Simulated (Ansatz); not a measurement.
Results of r²SCAN+rVV10 in Ansatz (PAW) for tetradymite Bi₂Te₃.

Settings: plane-wave cutoff 560 eV, 10×10×10 k mesh, Fermi–Dirac smearing 0.01 eV, scalar-relativistic PAW data made under PBE.

Energies at three volumes about the minimum:

```
V (Å³/atom)  E − E_lowest (meV/atom)
-----------  -----------------------
34.286                          1.35
34.986                          0.00
35.686                          1.08
```

Q: Fit a parabola by hand: where is the minimum, and what is the bulk modulus?

A: Slopes: (0.00 − 1.35)/(34.986 − 34.286) = -1.929 and (1.08 − 0.00)/(35.686 − 34.986) = 1.543 meV/Å³. Curvature E″ = 2 × (1.543 − (-1.929))/(35.686 − 34.286) = 4.960 meV/Å⁶. From the middle of the first interval, the slope vanishes at V0 = 34.6360 − (-1.929)/4.960 = 35.025 Å³/atom. B = V0 E″ = 35.025 × 4.960 meV/Å³ × 0.1602 GPa per meV/Å³ = 27.8 GPa. The full Birch–Murnaghan fit to all volumes gives V0 = 34.996 Å³/atom and B0 = 27.4 GPa.

Shape and atoms are relaxed at each volume.

Measured, for comparison: bulk modulus 37 GPa (temperature not stated, not corrected to a static lattice, our sources range from 32.5 to 39.5; as tabulated in Toher et al. (2017), arXiv:1611.05714). Computed (rounded) less measured: bulk modulus not scored (sources differ).

Note: the bulk modulus comes from volumes at which shape and atoms were relaxed.

Ansatz is a first-principles code.
